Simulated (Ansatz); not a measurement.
# C₃H₄F₂O: one species, many methods

An exercise on one series of results from a longer session: the logs are not shown, and one member is left open.

The runs use Ansatz 0.2.0, Gaussian basis; functionals in def2-TZVPP, the program's frozen cores in correlated methods.

Plan: PBE-D4, r2SCAN-D4, PBE0-D4, B3LYP-D4, ωB97X-V, ωB97M-V, B2PLYP; CCSD(T)/def2-TZVPP; MP2/def2-QZVPP; extrapolation to the limit.

**The relaxed structure**

All runs share one geometry, relaxed beforehand with PBE0-D4 in a triple-zeta def2 set.

SMILES `FC[C@@H]1O[C@H]1F`, 10 atoms, charge 0, spin multiplicity 1.

Atoms are counted from 1 here; the program's logs count them from 0.

Bond lengths: F1–C2 1.378 Å, C2–C3 1.498 Å, C2–H7 1.094 Å, C2–H8 1.094 Å, C3–O4 1.438 Å, C3–C5 1.451 Å, C3–H9 1.088 Å, O4–C5 1.380 Å, C5–F6 1.347 Å, C5–H10 1.087 Å. Angles: F1–C2–C3 109.3°, F1–C2–H7 108.9°, F1–C2–H8 108.3°, C3–C2–H7 110.7°, C3–C2–H8 110.5°, H7–C2–H8 109.0°, C2–C3–O4 114.9°, C2–C3–C5 122.4°, C2–C3–H9 116.5°, O4–C3–C5 57.1°, O4–C3–H9 114.4°, C5–C3–H9 117.2°, C3–O4–C5 61.9°, C3–C5–O4 61.0°, C3–C5–F6 119.2°, C3–C5–H10 123.8°, O4–C5–F6 115.3°, O4–C5–H10 117.3° and more.

As a file:

```
F    -1.1010   -1.4618    1.2118
C    -0.2525   -0.3760    1.1887
C     0.4096   -0.2948   -0.1521
O     1.0931    0.9427   -0.4149
C    -0.0191    0.6413   -1.1745
F     0.2266    0.3605   -2.4686
H    -0.8303    0.5305    1.3906
H     0.4942   -0.5058    1.9781
H     0.9453   -1.1821   -0.4825
H    -0.8828    1.2943   -1.0738
```

The first run:

in.yaml reads:

```yaml
crystal:
  periodic: [false, false, false]
  atoms:
    - {symbol: F, position_ang: [-1.100981, -1.461835, 1.211817]}
    - {symbol: C, position_ang: [-0.252550, -0.375959, 1.188749]}
    - {symbol: C, position_ang: [0.409612, -0.294833, -0.152097]}
    - {symbol: O, position_ang: [1.093065, 0.942673, -0.414926]}
    - {symbol: C, position_ang: [-0.019099, 0.641301, -1.174511]}
    - {symbol: F, position_ang: [0.226643, 0.360478, -2.468616]}
    - {symbol: H, position_ang: [-0.830332, 0.530528, 1.390625]}
    - {symbol: H, position_ang: [0.494182, -0.505824, 1.978112]}
    - {symbol: H, position_ang: [0.945342, -1.182065, -0.482525]}
    - {symbol: H, position_ang: [-0.882782, 1.294337, -1.073827]}
basis:
  gaussian: {orbitals: def2-TZVPP}
hamiltonian: {xc: pbe, dispersion: d4}
output: {forces: true, orbitals: {seedname: orbitals}}
```

Run with:

```bash
> ansatz run in.yaml --threads 4 --pin off --events-out ev --progress --plain --max-ram 10444MiB
```

Among the steps run: PBE-D4 (GGA); r2SCAN-D4 (meta-GGA); PBE0-D4 (hybrid); B3LYP-D4 (hybrid); ωB97X-V (range-separated); ωB97M-V (range-separated); B2PLYP (double hybrid); CCSD(T) in def2-TZVPP; MP2 in def2-QZVPP.

One of the session's tables, all rows but one given; the rest of the session is left out.

It belongs to the step «Atomisation energies». 

```
            method  atomisation energy (kJ/mol)
            PBE-D4                       4222.4
         r2SCAN-D4                       4077.7
           PBE0-D4                       4090.6
          B3LYP-D4                       4036.9
           ωB97X-V                       4070.1
           ωB97M-V                       4068.4
            B2PLYP                       4008.2
     HF/def2-TZVPP                       2803.6
    MP2/def2-TZVPP                       4071.2
   CCSD/def2-TZVPP                       3859.1
CCSD(T)/def2-TZVPP                       3937.8
           MP2/CBS                            ?
       CCSD(T)/CBS                       4046.9
```

**Question.** Estimate the row for MP2/CBS.

**Answer.** atomisation energy (kJ/mol): 4180.2. In the column «atomisation energy (kJ/mol)» it lies between PBE0-D4 (4090.6) and PBE-D4 (4222.4).

Limits of these values: Free atoms (2 F, 3 C, 1 O, 4 H) were run apart at each level; the atomisation energy is their sum less the molecule, without zero-point or spin-orbit terms.
